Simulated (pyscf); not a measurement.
PySCF, gas phase, ωB97X-D3(BJ)/def2-SVP geometries. MP2 and CC: frozen core, UHF for open shells. ΔMP2 is the change of the MP2 total energy from the triple- to the quadruple-zeta basis.

Task: Estimate the classical barrier height and the reaction energy of H₂S + GaH₂• → HS–GaH₂ + H atom (H•) at CCSD(T)/def2-TZVPP + ΔMP2(QZVPP). The step runs on the doublet surface, breaks H–S and forms Ga–S; take the separated reactants as zero.

Result: ΔE‡ = 6.0 kcal/mol, ΔE = +1.8 kcal/mol. Zero-point energy shifts the barrier by -0.3 kcal/mol. It is a substitution at S, with an imaginary mode of 1071i cm⁻¹. On the reactant side the descent ends in an adduct with a Ga–S contact, 12.5 kcal/mol under the separated species and 16.1 kcal/mol under the saddle at ωB97X-D3(BJ)/def2-TZVP. What is counted as formed (Ga–S) is already present as a longer contact in the reactant adduct; forming that adduct is a step of its own. At ωB97X-D3(BJ) the barrier from the zero used here is 3.7 kcal/mol. One saddle was located; it need not be the lowest between these sides. The angle at the attacked S is 132°. The CCSD(T) − MP2 part came from Ansatz, without density fitting, on the same reference. The frozen core leaves the outer d or s,p core shells of the metals and heavy elements correlated in the MP2 and CC values, and def2-TZVPP describes them poorly, which can shift differences by a few kcal/mol. Elements up to Kr have no core potential and no relativistic terms here.
